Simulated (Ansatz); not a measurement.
CH₆OSi, SMILES `CO[SiH3]`, relaxed with RKS PBE-D4/def2-SVP in Ansatz 0.2.0 from a rough embedded geometry. The force threshold is 0.03 eV/Å; the program also tests the step.

The species carries charge 0 and has multiplicity 1.

Start:

```xyz
9

C     1.108    0.069   -0.660
O    -0.172    0.496   -0.656
Si   -1.126    0.020    0.608
H     1.666    0.420    0.159
H     1.665    0.474   -1.556
H     1.235   -1.054   -0.736
H    -2.534    0.590    0.394
H    -0.595    0.492    1.835
H    -1.247   -1.508    0.610
```

Question: By how much does the energy fall, and how many steps does the optimiser take? (An estimate is asked.)

Answer: Computed: 29.34 kJ/mol, in 4 steps.

Question: Which bonds change most? (Estimate.)

Answer: The calculation gave: Si3–H8 from 1.418 to 1.510 Å; C1–O2 from 1.350 to 1.414 Å; C1–H4 from 1.052 to 1.115 Å; Si3–H7 from 1.534 to 1.498 Å.

Question: Give the relaxed structure. (Estimate.)

Answer: Ansatz gave: 
```xyz
9

C     1.176    0.068   -0.709
O    -0.180    0.465   -0.646
Si   -1.187   -0.006    0.616
H     1.762    0.424    0.171
H     1.631    0.506   -1.620
H     1.290   -1.040   -0.769
H    -2.520    0.617    0.336
H    -0.655    0.475    1.944
H    -1.317   -1.509    0.678
```
